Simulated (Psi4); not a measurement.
Process, species as SMILES: C[SiH3] (CH3-SiH3) → [CH2-][SiH3] + H+
B3LYP-D3(BJ)/def2-TZVP geometries, fixed; electronic energies without zero-point terms.

Effect of the treatment of two-electron integrals at MP2/cc-pV(T+d)Z with Psi4, against the last row, where the deprotonation energy is 403.65 kcal/mol. Cores are frozen. The proton leaves the site shown, which need not be the most acidic.

```json
[
 {"setting": "scf_type: df", "largest shift of a total energy (mEh)": "0.234", "shift of the deprotonation energy (kcal/mol)": "0.024"},
 {"setting": "scf_type: cd", "largest shift of a total energy (mEh)": "0.033", "shift of the deprotonation energy (kcal/mol)": "0.011"},
 {"setting": "scf_type: pk", "largest shift of a total energy (mEh)": "0.000", "shift of the deprotonation energy (kcal/mol)": "0.000"}
]
```

Within 0.02 kcal/mol in the deprotonation energy: scf_type: cd. The largest shift is 0.234 mEh in a total energy and 0.024 kcal/mol in the difference.
